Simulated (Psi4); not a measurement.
**BCl2 (SMILES Cl[B]Cl) at U-revPBE/def2-TZVP**

What is the energy change on altering one bond length of BCl2 at U-revPBE/def2-TZVP? 

Program for the calculation: Psi4 1.11.

**1. The structure to begin with**

BCl2: 3 atoms, total charge 0, spin state doublet. As SMILES, `Cl[B]Cl`. The coordinates come from a PBE0-D4/def2-TZVP relaxation.

Bond lengths: Cl1–B2 1.720 Å, B2–Cl3 1.720 Å. Angles: Cl1–B2–Cl3 125.4°.

**2. Energy and forces at U-revPBE/def2-TZVP**

File bcl2.xyz:

```xyz
3
BCl2
Cl     0.371500    -1.525600     0.030000
B     -0.463900    -0.050300    -0.256900
Cl     0.081500     1.511100     0.213700
```

File calc.py:

```python
import psi4

psi4.set_memory(1600000000)
psi4.set_num_threads(1)
psi4.core.set_output_file('output.dat', False)

with open('bcl2.xyz') as f:
    atoms = ''.join(f.readlines()[2:])
m = psi4.geometry('0 2\n' + atoms + 'symmetry c1')

psi4.set_options({
    'reference': 'uks',
    'puream': True,
    'e_convergence': 1e-09,
    'd_convergence': 1e-08,
    'scf_type': 'pk',
    'dft_radial_points': 99,
    'dft_spherical_points': 590,
    'maxiter': 100,
})

e, wfn = psi4.gradient("revpbe/def2-TZVP", molecule=m, return_wfn=True)
psi4.oeprop(wfn, "MAYER_INDICES", "WIBERG_LOWDIN_INDICES", "QUADRUPOLE")
print('gradient / Eh bohr^-1')
print(e.np.round(6))
print(f'energy = {wfn.energy():.10f} Eh')
```

Run with:

```
$ python calc.py
```

output.dat:

```text
[...]
  Running in c1 symmetry.
[...]
  Nuclear repulsion =  102.359078461763858
[...]
  Multiplicity = 2
[...]
  Nalpha       = 20
  Nbeta        = 19
[...]
    Number of basis functions: 105
[...]
   @UKS iter   1:  -944.98797827502528    2.88073e-02   5.07255e-03 ADIIS/DIIS
[...]
   @UKS iter  12:  -945.11490806809775   -2.52385e-11   5.09468e-09 DIIS
[...]
   @S^2 Observed:                7.534054541E-01
[...]
    Orbital Energies [Eh]
    ---------------------
    Alpha Occupied:
       1A   -100.704961     2A   -100.704954     3A     -9.207464
       4A     -9.207455     5A     -7.022282     6A     -7.022274
       7A     -7.017345     8A     -7.017336     9A     -7.015482
      10A     -7.015474    11A     -6.624982    12A     -0.809092
      13A     -0.780144    14A     -0.473396    15A     -0.407181
      16A     -0.356471    17A     -0.355864    18A     -0.314028
      19A     -0.301354    20A     -0.186709
    Alpha Virtual:
      21A     -0.104338    22A      0.029538    23A      0.041920
      24A      0.065486    25A      0.100222    26A      0.102179
[...]
  @UKS Final Energy:  -945.11490806809775
   => Energetics <=
    Nuclear Repulsion Energy =            102.3590784617638576
    One-Electron Energy =               -1507.1207312169594843
    Two-Electron Energy =                 520.0340812985868979
    DFT Exchange-Correlation Energy =     -60.3873366114890118
    Empirical Dispersion Energy =           0.0000000000000000
    VV10 Nonlocal Energy =                  0.0000000000000000
    Total Energy =                       -945.1149080680977477
[...]
  -Total Gradient:
     Atom            X                  Y                   Z
    ------   -----------------  -----------------  -----------------
       1       -0.003897316441     0.008277483671     0.000000000000
       2        0.006855778382     0.000356817748    -0.000000000000
       3       -0.002958678350    -0.008634315525    -0.000000000000
[...]
 Multipole Moments:
 ------------------------------------------------------------------------------------
     Multipole            Electronic (a.u.)      Nuclear  (a.u.)        Total (a.u.)
 ------------------------------------------------------------------------------------
 L = 1.  Multiply by 2.5417464519 to convert [e a0] to [Debye]
 Dipole X            :         -0.2868904            0.4527417            0.1658513
 Dipole Y            :         -0.0158677            0.0248715            0.0090038
 Dipole Z            :         -0.0000000           -0.0000000           -0.0000000
 Magnitude           :                                                    0.1660956
 L = 2.  Multiply by 1.3450342976 to convert [e a0^2] to [Debye ang]
 Quadrupole XX       :        -34.2003377           10.5094189          -23.6909188
 Quadrupole XY       :         14.9002271          -14.9855522           -0.0853250
[...]
```

Standard output:

```text
gradient / Eh bohr^-1
[[-0.003897  0.008277  0.      ]
 [ 0.006856  0.000357 -0.      ]
 [-0.002959 -0.008634 -0.      ]]
energy = -945.1149080681 Eh
```

Wall time 13 s (1 thread of Intel Xeon 6975P-C (Granite Rapids), shared host); peak memory 0.65 GiB.

**3. The distorted shape, same level**

File bcl2.inp:

```
memory 1600 MB

molecule {
  0 2
  Cl
  B 1 R2
  Cl 2 R3 1 A3

  R2 = 1.71951
  R3 = 2.5793
  A3 = 125.40165
  units angstrom
  symmetry c1
}

set {
  basis                def2-TZVP
  reference            uks
  puream               true
  e_convergence        1e-09
  d_convergence        1e-08
  scf_type             pk
  dft_radial_points    99
  dft_spherical_points 590
  maxiter              100
}

result, w = gradient('revpbe', return_wfn=True)
oeprop(w, 'QUADRUPOLE', 'MULLIKEN_CHARGES', 'WIBERG_LOWDIN_INDICES', title='REVPBE')
```

Run with:

```
$ psi4 bcl2.inp bcl2.out -n 1
```

bcl2.out:

```text
[...]
  Running in c1 symmetry.
[...]
  Nuclear repulsion =   83.420253220598113
[...]
  Multiplicity = 2
[...]
  Nalpha       = 20
  Nbeta        = 19
[...]
    Number of basis functions: 105
[...]
   @UKS iter   1:  -944.94534198084045   -2.68878e-01   4.49497e-03 DIIS/ADIIS
[...]
   @UKS iter  16:  -945.03507242166586   -3.97904e-12   4.62269e-09 DIIS
[...]
   @S^2 Observed:                7.630063931E-01
[...]
  @UKS Final Energy:  -945.03507242166586
   => Energetics <=
    Nuclear Repulsion Energy =             83.4202532205981129
    One-Electron Energy =               -1469.3327192387923787
    Two-Electron Energy =                 501.1084193221238365
    DFT Exchange-Correlation Energy =     -60.2310257255954866
    Empirical Dispersion Energy =           0.0000000000000000
    VV10 Nonlocal Energy =                  0.0000000000000000
    Total Energy =                       -945.0350724216658591
[...]
  -Total Gradient:
     Atom            X                  Y                   Z
    ------   -----------------  -----------------  -----------------
       1       -0.001765245228     0.012327065467     0.000000000000
       2       -0.035722986115     0.015765383405     0.000000000000
       3        0.037490514881    -0.028093507388     0.000000000000
[...]
 Multipole Moments:
 ------------------------------------------------------------------------------------
     Multipole            Electronic (a.u.)      Nuclear  (a.u.)        Total (a.u.)
 ------------------------------------------------------------------------------------
 L = 1.  Multiply by 2.5417464519 to convert [e a0] to [Debye]
 Dipole X            :         -1.5892415            0.6043845           -0.9848570
 Dipole Y            :          1.1946277            0.0647700            1.2593977
 Dipole Z            :          0.0000000            0.0000000            0.0000000
 Magnitude           :                                                    1.5987576
 L = 2.  Multiply by 1.3450342976 to convert [e a0^2] to [Debye ang]
 Quadrupole XX       :       -174.5306189          151.3801552          -23.1504637
 Quadrupole XY       :        203.4814509         -203.2444579            0.2369929
[...]
  Mulliken Charges: (a.u.)
   Center  Symbol    Alpha    Beta     Spin     Total
       1    CL     8.49157  8.45449  0.03708  0.05393
       2     B     2.70151  2.08005  0.62146  0.21844
       3    CL     8.80692  8.46545  0.34147 -0.27237
   Total alpha = 20.00000, Total beta = 19.00000, Total charge = -0.00000
  Wiberg Bond Indices using Orthogonal Lowdin Orbitals:
  Total Bond Index:
  Irrep: 1 Size: 3 x 3
[...]
```

It took 14 s on 1 thread of Intel Xeon 6975P-C (Granite Rapids), shared host; peak memory 0.64 GiB.

**4. Summary of results**

Level: U-revPBE/def2-TZVP.

| quantity | value |
| --- | --- |
| first shape: total energy | -945.11491 Eh |
| first shape: dipole moment | 0.42 D |
| first shape: HOMO energy (highest over α and β) | -5.08 eV |
| first shape: LUMO energy (lowest over α and β) | -2.84 eV |
| first shape: ⟨S²⟩ | 0.753 |
| first shape: largest force on an atom | 0.470 eV/Å |
| distorted shape: total energy | -945.03507 Eh |
| distorted shape: dipole moment | 4.06 D |
| distorted shape: HOMO energy (highest over α and β) | -6.70 eV |
| distorted shape: LUMO energy (lowest over α and β) | -5.18 eV |
| distorted shape: ⟨S²⟩ | 0.763 |
| distorted shape: largest force on an atom | 2.409 eV/Å |
| energy change with the B2–Cl3 bond stretched from 1.720 to 2.579 Å | 2.172 eV |

With the B2–Cl3 bond stretched from 1.720 to 2.579 Å the energy rises by 2.17 eV (50 kcal/mol). The first shape isn't relaxed at this level, so the change isn't measured from a minimum. The largest force (first shape) is 0.47 eV/Å: the shape isn't a stationary point for this species at this level. Mulliken charges (distorted shape) run from -0.27 on Cl3 to +0.22 on B2; they depend strongly on the basis.
